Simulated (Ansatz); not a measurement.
Diamond-structure Ge was calculated with r²SCANh (plane waves, PAW; Ansatz, an electronic-structure program).

Settings: plane-wave cutoff 520 eV, 8×8×8 k mesh, Fermi–Dirac smearing 0.01 eV, scalar-relativistic PAW data made under PBE.

On both sides of the equilibrium volume: at 22.035 Å³/atom the pressure is 2.18 GPa and the direct gap at Γ 1.156 eV; at 22.974 Å³/atom they are -1.05 GPa and 0.718 eV. The fitted bulk modulus is 75.2 GPa.

Problem. Work out the volume deformation potential of this gap and its pressure coefficient, in two ways.

Solution. a_V = dE_g/d ln V = (0.718 − 1.156)/ln(22.974/22.035) = -10.50 eV. Since dP = −B d ln V, dE_g/dP = −a_V/B = 140 meV/GPa. Straight from the pressures: (1.156 − 0.718)/(2.18 − (-1.05)) = 136 meV/GPa. At this level and over this range the gap at Γ widens under pressure.

Spin–orbit coupling is not included.
